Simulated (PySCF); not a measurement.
Species: `CC(C)N`. The columns A, B, C and D hold Mulliken, IAO, Hirshfeld and ESP-fitted charges (e) of one PBE0/pcSseg-1 density (PySCF), in a shuffled order. Coordinates in Å (GFN2-xTB); the density's dipole moment is (-0.33, -0.30, -1.23) D.

| atom | x | y | z | A | B | C | D |
| --- | --- | --- | --- | --- | --- | --- | --- |
| C1 | 1.314 | -0.460 | 0.014 | -0.123 | -0.421 | -0.227 | -0.518 |
| C2 | -0.137 | -0.128 | -0.323 | +0.021 | +0.021 | -0.201 | +0.630 |
| C3 | -0.468 | 1.311 | 0.065 | -0.123 | -0.421 | -0.227 | -0.506 |
| N4 | -1.004 | -1.023 | 0.434 | -0.236 | -0.582 | -0.421 | -0.981 |
| H5 | 1.466 | -0.374 | 1.086 | +0.038 | +0.145 | +0.112 | +0.145 |
| H6 | 1.988 | 0.222 | -0.498 | +0.040 | +0.137 | +0.106 | +0.117 |
| H7 | 1.554 | -1.477 | -0.288 | +0.037 | +0.133 | +0.105 | +0.123 |
| H8 | -0.275 | -0.236 | -1.417 | +0.020 | +0.098 | +0.098 | -0.082 |
| H9 | 0.204 | 2.004 | -0.436 | +0.040 | +0.137 | +0.106 | +0.114 |
| H10 | -1.490 | 1.557 | -0.213 | +0.037 | +0.133 | +0.105 | +0.119 |
| H11 | -0.364 | 1.430 | 1.140 | +0.038 | +0.145 | +0.112 | +0.143 |
| H12 | -1.979 | -0.835 | 0.226 | +0.105 | +0.238 | +0.165 | +0.347 |
| H13 | -0.813 | -1.989 | 0.192 | +0.105 | +0.237 | +0.165 | +0.349 |

Which column most likely holds the ESP-fitted charges?

D. Σ q r misses the density's dipole by 0.03 D (D), 0.55 D (B), 0.90 D (A), 1.54 D (C). Charges fitted to the outside potential are the only set here that is tied to the molecule's multipoles.

And the Hirshfeld charges?

A. The mean sizes are 0.074 e (A), 0.165 e (C), 0.219 e (B), 0.321 e (D), and Hirshfeld charges are commonly the smallest of these schemes.

As computed, A = Hirshfeld, B = IAO, C = Mulliken, D = ESP-fitted. Hydrogens on carbon: Hirshfeld +0.02 to +0.04, IAO +0.10 to +0.14, Mulliken +0.10 to +0.11, ESP-fitted -0.08 to +0.14 e.

The ESP scheme is a least-squares fit of atom-centred charges to the potential on four shells outside the van der Waals surface, with the total charge fixed. The Mulliken scheme gives each basis function's population to the atom it is centred on and halves the overlap population of two atoms between them.

Geometry: GFN2-xTB, one conformer, isolated molecule.

The values belong to the conformer `[CH3:1][CH:2]([CH3:3])[NH2:4]`: H–N4–C2–C1 -179°, H–N4–C2–C1 -60°.
